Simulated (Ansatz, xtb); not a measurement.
CH4NSi+: which of two isomers lies lower

We compare a, `C1[NH2+][Si]1`, a singlet, with b, `C#[N+][SiH3]`, a singlet. Both are isolated ions in the gas phase, relaxed with PBE0-D3(BJ)/def2-SVP.

Energies in hartree; the thermal terms are from PBE0-D3(BJ)/def2-SVP harmonic frequencies (ideal gas, rigid rotor, one conformer each, 298.15 K, 1 atm) and include the zero-point energy:

|  | a | b |
| --- | --- | --- |
| E, CCSD(T)/def2-TZVPP | −383.849858 | −383.866735 |
| zero-point energy | 0.054431 | 0.044145 |
| H(298 K) − E | 0.059133 | 0.049690 |
| G(298 K) − E | 0.028932 | 0.019151 |

Work out ΔE, ΔE₀, ΔH and ΔG for a → b in kcal/mol (1 Eh = 627.51 kcal/mol) and the equilibrium ratio [b]/[a].

1. ΔE = −383.866735 − (−383.849858) = −0.016877 Eh = −10.59 kcal/mol.
2. ΔE₀ = ΔE + ΔZPE = −0.016877 + (−0.010286) Eh = −17.05 kcal/mol.
3. ΔH = ΔE + (−0.009443) Eh = −16.52 kcal/mol.
4. ΔG = ΔE + (−0.009781) Eh = −16.73 kcal/mol, so ΔS = (ΔH − ΔG)/T = +3.0 J/(mol K).
5. kT = 0.9442 mEh, so K = [b]/[a] = exp(−ΔG/kT) = exp(+28.23) ≈ 1.8 × 10^12.

Structure b is favoured at this temperature. An error of 1 kcal/mol in ΔG would change K by a factor of 5.4. PBE0-D3(BJ)/def2-SVP found them nearly level. HF/STO-3G gave ΔE the other sign. Mirror images and further conformers aren't counted.

As drawn, b has 1 C≡N, 3 Si–H in place of 1 C–N, 1 C–Si, 1 C–H, 2 N–H. Structure a has a 3-membered ring, b no ring.

Other levels gave ΔE = −8.2 (GFN2-xTB); +6.3 (HF/STO-3G, GFN2-xTB geometries); −4.5 (r2SCAN-D4/def2-SVP, GFN2-xTB geometries); −0.1 (PBE0-D3(BJ)/def2-SVP); −18.7 (HF/def2-TZVPP); −13.1 (MP2/def2-TZVPP) kcal/mol. The correlated steps freeze 7 core orbitals. Programs: Ansatz 0.2.0, xtb 6.7.1.
